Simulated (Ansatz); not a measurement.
**HGeAs, quintet in cc-pVDZ: errors against UCCSDTQ**

Geometry: that of the HGeAs, triplet, kept fixed. The triplet lies 1.4 eV lower here.

```xyz
3

Ge    0.0000   -0.0368    1.2246
As    0.0000    0.0147   -1.2049
H     0.0000    1.5590    1.3081
```

Basis cc-pVDZ; Ansatz 0.2.0. Correlated methods freeze the noble-gas cores and the filled d shells of p-block atoms, which leaves 10 electrons in 31 orbitals. Prefix R: restricted or restricted open-shell reference; prefix U: unrestricted. Active spaces: valence = (10e, 9o) chosen from the atoms' valence shells. No spin–orbit coupling is included, and no scalar relativity.

Full CI isn't at hand for all of this; UCCSDTQ serves as the reference, and is uncertain by about the last step of the cluster series. The frozen core follows each run's orbitals, which can shift R against U totals by a few meV for light atoms and by up to 0.1 eV past Ca.

```
UHF ⟨S²⟩                          : 6.031
T1 diagnostic (RCCSD)             : 0.0343
largest doubles amplitude (RCCSD) : 0.050
T1 diagnostic (UCCSD)             : 0.0219
```

```json
{"level": "UHF", "E − E(UCCSDTQ) (mEh)": "164.73", "share of correlation (%)": "4.36", "wall time": "–"}
{"level": "UMP2", "E − E(UCCSDTQ) (mEh)": "37.80", "share of correlation (%)": "78.06", "wall time": "–"}
{"level": "UCCSD", "E − E(UCCSDTQ) (mEh)": "5.80", "share of correlation (%)": "96.63", "wall time": "–"}
{"level": "UCCSD(T)", "E − E(UCCSDTQ) (mEh)": "1.34", "share of correlation (%)": "99.22", "wall time": "10 s"}
{"level": "UCCSDT", "E − E(UCCSDTQ) (mEh)": "0.30", "share of correlation (%)": "99.83", "wall time": "–"}
{"level": "UCCSDT(Q)", "E − E(UCCSDTQ) (mEh)": "0.03", "share of correlation (%)": "99.98", "wall time": "19 s"}
```

The correlation energy at UCCSDTQ, counted from RHF, is -4.687 eV. That run took 32 s on 2 threads of AMD EPYC 7R13 with a shared H100 80 GB, shared host.

Run but not shown, since their state or frozen core can't be matched to the reference's or they repeat it: RHF, RMP2, CISD, RCCSD, RCCSD(T), BCCD(T), RCCSDT, RCCSDT(Q), RCCSDTQ, CASSCF (valence space), NEVPT2 (valence space), MRCISD (valence space), MRCISD+Q (valence space).

Times hold each run's SCF and search for its determinant on a shared host, so for small cases they say little of a method's own cost; they ran on 1 thread of AMD EPYC 7R13.

Natural occupations of CASSCF (valence space) about the gap: 1.976 1.957 1.004 1.002 1.001 0.999 0.039 0.030; effectively unpaired electrons, Σ n²(2−n)², 4.02.
